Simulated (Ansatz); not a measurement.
# The standard entropy of [NO2]− (nitrite) from a frequency calculation

A singlet with charge -1, relaxed at PBE0-D4/def2-TZVPD (Ansatz 0.2.0):

```xyz
3

O     0.3228    0.9927    0.2876
N     0.3257   -0.2454    0.1520
O    -0.6486   -0.7473   -0.4396
```

Harmonic wavenumbers in cm⁻¹: 818, 1364, 1388.

Masses in u: O 15.999, N 14.007. Take T = 298.15 K, p = 1 bar, R = 8.3145 J/(mol K), kT/hc = 207.22 cm⁻¹, rigid rotor and harmonic oscillator.

Question: Work out S° at 298 K.

Answer: 
1. Translation (Sackur–Tetrode): S = R[3/2 ln M + 5/2 ln T − 1.1517] with M = 46.005 gives 156.6 J/(mol K).
2. Rotation: principal moments 4.152, 35.998, 40.150 u Å² give A, B, C = 4.0598, 0.4683, 0.4199 cm⁻¹; the symmetry number is σ = 2; q = (√π/σ)√((kT/hc)³/ABC) = 2959; S = R(ln q + 3/2) = 78.9.
3. Vibration: with u = ν̃/207.22, each mode gives R[u/(eᵘ − 1) − ln(1 − e⁻ᵘ)]; the sum is 1.0, most from 818 cm⁻¹ (0.8), 1364 cm⁻¹ (0.1), 1388 cm⁻¹ (0.1).
4. Electronic: R ln 1 = 0.0, from the spin multiplicity alone.
5. Sum: 156.6 + 78.9 + 1.0 + 0.0 = 236.5 J/(mol K).

No measured value is set beside it here.
